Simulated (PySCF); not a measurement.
The first ionisation energy along the second row

All values are computed (PySCF 2.14, energy differences of UHF-based or UKS calculations, no spin-orbit coupling). Values in eV. The last column holds reference values (NIST; (s) semi-empirical, (t) theoretical, else measured). Unmarked ones compare directly (S terms, centres of terms, or small fine structure); those marked * lie between the lowest fine-structure levels and include a spin-orbit shift.

```json
{"element": "Li (cc-pVTZ-DK, spin-free X2C)", "configurations": "[He] 2s1 → 1s2", "UHF": "5.343", "MP2 (valence)": "n/a", "SCS-MP2 (valence)": "n/a", "CCSD (valence)": "n/a", "CCSD(T) (valence)": "n/a", "reference": "5.392"}
{"element": "B (cc-pVTZ-DK, spin-free X2C)", "configurations": "[He] 2s2 2p1 → [He] 2s2", "UHF": "8.035", "MP2 (valence)": "8.258", "SCS-MP2 (valence)": "8.227", "CCSD (valence)": "8.170", "CCSD(T) (valence)": "8.206", "reference": "8.297"}
{"element": "C (cc-pVTZ-DK, spin-free X2C)", "configurations": "[He] 2s2 2p2 → [He] 2s2 2p1", "UHF": "10.794", "MP2 (valence)": "11.235", "SCS-MP2 (valence)": "11.107", "CCSD (valence)": "11.138", "CCSD(T) (valence)": "11.162", "reference": "11.262"}
{"element": "N (cc-pVTZ-DK, spin-free X2C)", "configurations": "[He] 2s2 2p3 → [He] 2s2 2p2", "UHF": "13.884", "MP2 (valence)": "14.550", "SCS-MP2 (valence)": "14.295", "CCSD (valence)": "14.408", "CCSD(T) (valence)": "14.427", "reference": "14.545"}
{"element": "O (cc-pVTZ-DK, spin-free X2C)", "configurations": "[He] 2s2 2p4 → [He] 2s2 2p3", "UHF": "12.001", "MP2 (valence)": "13.240", "SCS-MP2 (valence)": "13.338", "CCSD (valence)": "13.269", "CCSD(T) (valence)": "13.305", "reference": "13.608"}
{"element": "F (cc-pVTZ-DK, spin-free X2C)", "configurations": "[He] 2s2 2p5 → [He] 2s2 2p4", "UHF": "15.639", "MP2 (valence)": "17.181", "SCS-MP2 (valence)": "17.168", "CCSD (valence)": "17.076", "CCSD(T) (valence)": "17.118", "reference": "17.427"}
{"element": "Ne (cc-pVTZ-DK, spin-free X2C)", "configurations": "[Ne] → [He] 2s2 2p5", "UHF": "19.653", "MP2 (valence)": "21.492", "SCS-MP2 (valence)": "21.347", "CCSD (valence)": "21.234", "CCSD(T) (valence)": "21.281", "reference": "21.597"}
```

**Question.** Which of these methods has the smallest mean absolute error against the measured values here?

**Answer.** MP2 (valence), with 0.131 eV.

```json
{"method": "UHF", "elements": "7", "mean error (eV)": "-0.968", "mean absolute error (eV)": "0.968", "largest error (eV)": "-1.944"}
{"method": "MP2 (valence)", "elements": "6", "mean error (eV)": "-0.130", "mean absolute error (eV)": "0.131", "largest error (eV)": "-0.368"}
{"method": "SCS-MP2 (valence)", "elements": "6", "mean error (eV)": "-0.209", "mean absolute error (eV)": "0.209", "largest error (eV)": "-0.271"}
{"method": "CCSD (valence)", "elements": "6", "mean error (eV)": "-0.240", "mean absolute error (eV)": "0.240", "largest error (eV)": "-0.363"}
{"method": "CCSD(T) (valence)", "elements": "6", "mean error (eV)": "-0.206", "mean absolute error (eV)": "0.206", "largest error (eV)": "-0.316"}
```

Errors include the incompleteness of the basis and the frozen core.

"Valence" correlates the outer s and p shells and, in groups 3 to 12 and the f block, the outer d or f shell, open or full, or the next shell where the ion has no valence electron left; the wider scheme adds the next inner shell.
